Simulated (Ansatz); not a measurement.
Relaxation of AlH5N2 (8 atoms, charge 0, multiplicity 1), to a largest force component of 0.02 eV/Å in at most 50 steps.

These are results of UKS B3LYP-D4/def2-SVP (Ansatz 0.2.0), not measurements.

```xyz
8
Properties=species:S:1:pos:R:3:forces:R:3
N -0.755 0.505 -1.298 0.90 3.50 1.07
Al 0.152 0.451 0.339 -0.13 -3.15 -2.63
N 0.655 -1.242 1.023 2.27 1.42 -0.84
H -1.635 0.061 -1.165 -1.31 -0.87 -0.10
H -1.031 1.550 -1.485 0.62 -2.26 0.09
H 0.512 1.807 1.135 0.38 0.74 0.10
H 0.000 1.051 1.750 -0.33 0.75 1.91
H 1.771 -1.229 1.054 -2.39 -0.12 0.40
```

Task: Where does it end, and by what steps?

Result: The forces met the threshold. After 40 steps the energy has fallen by 2.537 eV; H7 moved furthest, 1.97 Å. Parted: Al2–H6, Al2–H7. Joined: H6–H7.

```csv
step,energy less start (eV),largest force component (eV/Å),accepted
0,0.0000,3.497,yes
2,-1.0292,0.809,yes
4,-1.2070,6.816,no
6,-2.0891,1.027,yes
8,-2.3411,0.426,yes
10,-2.3641,1.408,no
12,-2.4377,0.572,yes
14,-2.4662,0.790,yes
16,-2.4629,0.893,no
18,-2.5016,0.166,yes
20,-2.5072,0.349,yes
22,-2.5130,0.044,yes
24,-2.5151,0.148,yes
26,-2.5200,0.151,yes
28,-2.5196,0.542,no
30,-2.5278,0.084,yes
32,-2.5321,0.095,yes
34,-2.5341,0.048,yes
36,-2.5353,0.049,yes
38,-2.5362,0.065,yes
40,-2.5366,0.016,yes
```

```xyz
8
Properties=species:S:1:pos:R:3
N -0.721 0.589 -0.742
Al 0.318 -0.637 -0.012
N 1.174 -2.024 0.299
H -1.724 0.659 -0.598
H -0.413 1.281 -1.419
H -0.414 2.447 1.125
H -0.344 2.984 1.663
H 1.793 -2.345 1.036
```

Whether the end is a true minimum wasn't checked by a vibrational analysis.

Run time: 89 s on 2 threads of AMD EPYC 7R43 64-Core Processor (Zen 3) (shared host), peak memory 0.19 GiB.
